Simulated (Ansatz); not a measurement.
We consider rhombohedral A7 Bi, described by r²SCAN-D4 (plane waves, PAW; Ansatz, a quantum-chemistry and plane-wave program).

Output (set-up and result lines):

```
Relaxation: its limit of steps is 80 (relax.max_steps)
Crystal: 2 atoms, lattice volume = 74.740 Å³
Basis set: ecut = 560 eV, 2253 PW (Γ), exchange–correlation on 120×120×120 points (27 copies of the dense FFT grid, shifted against one another)
Bands: 19, of which v1, the nominal top of the filled ones, is band 15 counted from 1 (14 counted from 0)
Symmetry: 12 space group operations
Space group: R-3m (ITA 166), of the structure as read, at distance tolerance 4.2e-5 Å
k-points: 417 of 4096
Functional: x = r2scan, c = r2scan; τ floored in thin density (d = 2e-4 eV/Å³)
SCF iter   1: F=—  HF=-24822.395833 eV  |F-HF|=—  |Δ(HF+E_count)|=         —  Δρ=3.48e-3  dr2=6.14e-3  dr2_τ=1.74e-3
SCF iter   2: F=—  HF=-24822.402635 eV  |F-HF|=—  |Δ(HF+E_count)|=   6.80e-3  Δρ=2.15e-3  dr2=2.29e-3  dr2_τ=9.63e-5
  ...
SCF 1 converged in 7 iterations: F = -24822.404267 eV  dr2 = 1.73e-8
Crystal: 2 atoms, lattice volume = 74.740 Å³
Basis set: ecut = 560 eV, 2259 PW (Γ), exchange–correlation on 120×120×120 points (27 copies of the dense FFT grid, shifted against one another)
Initial density: handed on by an earlier stage of this run
SCF 2 converged in 8 iterations: F = -24822.407967 eV  dr2 = 1.68e-7
Crystal: 2 atoms, lattice volume = 74.740 Å³
Basis set: ecut = 560 eV, 2261 PW (Γ), exchange–correlation on 120×120×120 points (27 copies of the dense FFT grid, shifted against one another)
SCF 3 converged in 7 iterations: F = -24822.410306 eV  dr2 = 8.15e-8
Crystal: 2 atoms, lattice volume = 74.740 Å³
Basis set: ecut = 560 eV, 2237 PW (Γ), exchange–correlation on 120×120×120 points (27 copies of the dense FFT grid, shifted against one another)
SCF 4 converged in 6 iterations: F = -24822.411179 eV  dr2 = 1.37e-7
Crystal: 2 atoms, lattice volume = 74.740 Å³
SCF 5 converged in 5 iterations: F = -24822.411285 eV  dr2 = 3.29e-8
Crystal: 2 atoms, lattice volume = 74.740 Å³
SCF iter   6: F=—  HF=-24822.411296 eV  |F-HF|=—  |Δ(HF+E_count)|=  4.00e-11  Δρ=6.62e-8  dr2=5.03e-12  dr2_τ=1.01e-13
SCF iter   7: F=-24822.411296 eV  HF=-24822.411296 eV  |F-HF|=0.00e0  |Δ(HF+E_count)|=  7.28e-12  Δρ=1.77e-8  dr2=3.86e-13  dr2_τ=7.60e-15
SCF 6 converged in 7 iterations: F = -24822.411296 eV  dr2 = 3.86e-13
SCF converged after 7 iterations
Free energy (F): -24822.411296 eV
Internal energy: -24822.409847 eV  (E = F + TS)
E sigma→0 (E₀):  -24822.410571 eV
Fermi energy:    8.938066 eV
--- Forces (eV/Å), atoms counted from 1 ---
  atom   1  Bi     0.00071202    -0.00000000     0.00023657
  atom   2  Bi    -0.00071202     0.00000000    -0.00023657
--- Stress (GPa, compression-positive) ---
       -0.918844       0.000000       0.000882
        0.000000      -0.921498       0.000000
        0.000882       0.000000      -0.921205
  P = ⅓ Tr σ = -0.9205 GPa (-9.205 kbar)
```

Task: Write an input file that could have produced this run (the log leaves some choices open).

Result: Several could match; the one computed here: 
Ansatz 0.2 input:
```yaml
crystal:
  lattice:
    - [4.3221447273, -2.2897314149, 0.042975786]
    - [4.3221447273, 2.2897314149, 0.042975786]
    - [3.0716971585, 0.0, 3.8066164085]
  atoms:
    - { symbol: Bi, position: [0.232717257, 0.232717257, 0.232717257] }
    - { symbol: Bi, position: [0.767282743, 0.767282743, 0.767282743] }
basis:
  ecutwfc: 560
  ecutrho_ratio: 4
  xc_grid: 3
kpoints:
  mp_grid: { grid: [16, 16, 16] }
hamiltonian:
  xc: r2scan
  dispersion: d4
  pseudopotentials: { kind: paw }
scf:
  occupations: { method: fermi_dirac, width: 0.05 }
output:
  forces: true
  stress: true
  eigenvalues: true
relax:
  f_tol: 0.004
  escape_saddle: false
  max_steps: 80
  cell: { stress_tol: 0.02, fix: [volume] }
```

The cell is one volume of an energy–volume scan, off the minimum.

The PAW data were made under PBE.
